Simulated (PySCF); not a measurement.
# C2H2O2 (Glyoxal): the cost of one run

Programs: PySCF 2.14.0, with density-fitted response routines of our own. Each step states its level of theory. These are calculated values for one molecule in the gas phase, unless marked as measured. Atoms count from 0, in the outputs and in this text.

## (1) Starting geometry

6 atoms, charge 0, multiplicity 1; geometry from: GFN2-xTB. The atoms were then displaced at random by about 0.01 Å, so the start is not that level's minimum.

Bonds of the start (Å): O0–C1 1.22, C1–C2 1.53, C2–O3 1.17, C1–H4 1.11, C2–H5 1.10.

## (2) Optimising the geometry at PBE0-D3(BJ)/def2-TZVP

The job: settings as JSON, then the geometry in Å.

```
{"job": {"xc": "PBE0", "basis": "def2-TZVP", "d3": "d3bj", "grid": 2, "shake": 0.01, "kind": "geom"}, "charge": 0, "multiplicity": 1}
O      1.413710    -0.341850     0.979360
C      0.751130    -0.061290    -0.006930
C     -0.776140     0.055190    -0.011940
O     -1.361140     0.321590    -0.984860
H      1.212210     0.114970    -1.004090
H     -1.215610    -0.118630     0.983790
```

The run is started by

```console
OMP_NUM_THREADS=1 python probes_run.py task.json out
```

This one command runs all jobs of the session in turn.

**Question.** How long does this first job take on 1 thread of Arm Neoverse V2, shared host, and how much memory does it need?

About 36 s, with a peak of 0.54 GiB.
